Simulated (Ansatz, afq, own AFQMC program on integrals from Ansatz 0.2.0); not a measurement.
## ZnH2O, triplet in def2-SVP along one coordinate

```
atom    x (Å)    y (Å)    z (Å)
  Zn   0.0096  -0.0018   0.4022
   O  -0.0559   0.1435  -1.4895
   H   0.4373  -0.5160  -1.9892
   H  -0.1747  -1.6460  -0.4660
```

The Zn1–O2 distance is changed with both sides rigid. Energies in eV count from this geometry (1.898 Å) at the same level; the start stands on UHF, each point on the determinant named.

Basis def2-SVP. Only valence electrons are correlated. Ansatz 0.2.0 and our own AFQMC program on the same integrals; the CISD trial comes from CCSD amplitudes, and released means the phaseless constraint is let go. ± is one standard error of the sampling. The metal's outer-core s and p shells are frozen, which shifts wave-function levels against functionals.

Cautions, each for one point or more: higher spins were not checked; lower spins were not checked; no relativity below Rb; outer-core shells of the metal frozen; released reference can be 30 meV off for metals.

| r(Zn1–O2) / Å | det. | T1 | weight | ⟨S²⟩ | CCSD(T) | ph-AFQMC/CISD | released AFQMC | PBE0 | B3LYP |
| --- | --- | --- | --- | --- | --- | --- | --- | --- | --- |
| 1.550 | UHF | 0.020 | 0.89 | 2.01 | 1.539 | 1.533 ± 0.008 | 1.542 ± 0.013* | 1.433 | 1.523 |
| 2.277 | UHF | 0.036 | 0.85 | 2.04 | 0.382 | 0.375 ± 0.007 | – | 0.404 | 0.343 |
| 3.049 | UHF | 0.016 | 0.89 | 2.04 | 0.788 | 0.796 ± 0.008 | 0.809 ± 0.012* | 1.027 | 0.946 |
| 4.267 | UHF | 0.014 | 0.89 | 2.04 | 0.888 | 0.886 ± 0.008 | 0.917 ± 0.010* | 1.201 | 1.118 |
| 6.510 | UHF | 0.013 | 0.89 | 2.04 | 0.917 | 0.923 ± 0.008 | 0.936 ± 0.011* | 1.233 | 1.145 |

Weight is that of the determinant in the CISD state; at the start T1 is 0.019 and the weight 0.88, and ⟨S²⟩ is 2.04. An asterisk marks released energies that aren't shown to be converged. Symmetry can't show for every point that it stays on the start's state. A dash marks a missing value, a released energy that hasn't settled or a functional that sits on another state. Largest departures from phaseless AFQMC with a CISD trial: CCSD(T) -0.008 eV at 3.049 (on UHF) (within the noise). The walk's constraint bias lies outside its error bars, so these are departures and not errors. The functionals aren't scored here. In this small basis the wave-function levels are far from their limit, so their gap to the functionals isn't the functionals' error.

Some points may be missing: those where a free walk finds a much lower state, and past Zn most of those on another determinant than at the start.
